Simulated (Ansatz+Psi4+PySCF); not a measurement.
The numbers below are computed, except where a source is named.
Input for Ansatz (development build ahead of 0.2.0):

```yaml
crystal:
  periodic: [false, false, false]
  atoms:
    - { symbol: C, position_ang: [0.04058, -0.57787, 0.00353] }
    - { symbol: C, position_ang: [0.05256, 0.71259, -0.00948] }
    - { symbol: H, position_ang: [-0.88621, -1.14914, -0.00178] }
    - { symbol: H, position_ang: [0.96419, -1.15731, 0.00824] }
    - { symbol: H, position_ang: [-0.68174, 1.49547, 0.00492] }
basis:
  gaussian: { orbitals: cc-pVTZ }
magnetization:
  spin_polarized: true
  initial_magnetization: 1
hamiltonian:
  xc: hf
correlation:
  method: mp2
  frozen_orbitals: { C: 1, H: 0 }
```

The input is written out in the form of the current development build from the run's settings.

Output:

```json
{"Converged": "yes", "Reference energy": "-77.41943 hartree", "Correlation energy": "-0.28613 hartree", "Total energy": "-77.70555 hartree", "Spin squared of the determinant": "0.916", "Stability test": "minimum"}
```

Caution: the unrestricted determinant is spin contaminated.
